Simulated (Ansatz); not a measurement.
# C3H5N, SMILES NC1=CC1: a short molecular-dynamics run

Computed with Ansatz 0.2.0, Python API.

At the Python prompt:
```pycon
>>> from dataclasses import dataclass
>>> import ansatz as az
>>> import numpy as np
>>> @dataclass
... class Options:
...     basis_set: str = "6-31G"
...     functional: str = "blyp"
...     dispersion: str = "d3bj"
...     n_steps: int = 20
...     temperature_k: int = 200
...
>>> cfg = Options()
>>> molecule = (
...     az.Crystal.molecule()
...     .atom("N", (-0.3352, 1.2043, -0.811))
...     .atom("C", (0.0754, 0.1529, -0.2542))
...     .atom("C", (0.9254, -0.736, 0.046))
...     .atom("C", (-0.2974, -0.8792, 0.6024))
...     .atom("H", (0.3394, 1.8941, -1.1351))
...     .atom("H", (-1.146, 1.7108, -0.3227))
...     .atom("H", (1.9735, -1.1139, 0.0025))
...     .atom("H", (-0.4583, -0.641, 1.6447))
...     .atom("H", (-0.9884, -1.6383, 0.2104))
... )
>>> model = molecule.calculation()
>>> model = model.basis(gaussian=cfg.basis_set)
>>> model = model.functional(cfg.functional, dispersion=cfg.dispersion)
>>> model = model.md("nvt_nose_hoover", timestep=0.5, steps=cfg.n_steps, temperature=cfg.temperature_k, initial_velocities="maxwell_boltzmann", seed=9, thermostat_time=20)
>>> frames = []
>>> model.session().plan().execute(on_event=lambda e: frames.append(e["data"]) if e["event"] == "md_step" else None)
<ansatz.RunOutcome object at 0x...>
>>> print("t (fs)   E_pot (eV)      E_kin (eV)   T (K)   d(0-1) (A)")
t (fs)   E_pot (eV)      E_kin (eV)   T (K)   d(0-1) (A)
>>> for f in frames[::1]:
...     xyz = np.array(f["positions_ang"])
...     print(f"{f['time_fs']:6.2f} {f['lagrangian_ev']:14.5f} {f['e_kin_ev']:10.5f} {f['temperature_k']:8.1f} {np.linalg.norm(xyz[0] - xyz[1]):9.4f}")
...
  0.00    -4675.22674    0.18096    200.0    1.2586
  0.50    -4675.18607    0.14077    155.6    1.2578
  1.00    -4675.19992    0.15460    170.9    1.2582
  1.50    -4675.26702    0.22118    244.4    1.2601
  2.00    -4675.37764    0.33078    365.6    1.2633
  2.50    -4675.51556    0.46711    516.2    1.2678
  3.00    -4675.66239    0.61134    675.6    1.2735
  3.50    -4675.80333    0.74777    826.4    1.2805
  4.00    -4675.93239    0.86903    960.4    1.2885
  4.50    -4676.05371    0.97734   1080.2    1.2974
  5.00    -4676.17640    1.07943   1193.0    1.3071
  5.50    -4676.30448    1.17697   1300.8    1.3173
  6.00    -4676.42925    1.25969   1392.2    1.3280
  6.50    -4676.53107    1.30796   1445.5    1.3390
  7.00    -4676.58995    1.30385   1441.0    1.3502
  7.50    -4676.59694    1.24232   1373.0    1.3614
  8.00    -4676.55852    1.13484   1254.2    1.3726
  8.50    -4676.49276    1.00412   1109.8    1.3836
  9.00    -4676.42086    0.87432    966.3    1.3945
  9.50    -4676.35902    0.76266    842.9    1.4052
 10.00    -4676.31448    0.67595    747.1    1.4155
>>> kept = np.array([f["conserved_ev"] for f in frames])
>>> print(f"conserved energy moves by at most {1000 * np.ptp(kept):.3f} meV")
conserved energy moves by at most 7.105 meV
```

Caveats:
- Total energies depend on the basis set; only differences at equal settings carry meaning.
- The trajectory is only some femtoseconds long, so its temperature is not equilibrated; where the script doesn't relax first, it starts from a rough generated geometry.
- The temperature counts the internal degrees of freedom alone.
- The whole script took 29 s on 1 thread of Arm Neoverse V2, on a shared host, peak memory 0.17 GiB.

(Lines on the test bed's own set-up are left out of the output.)
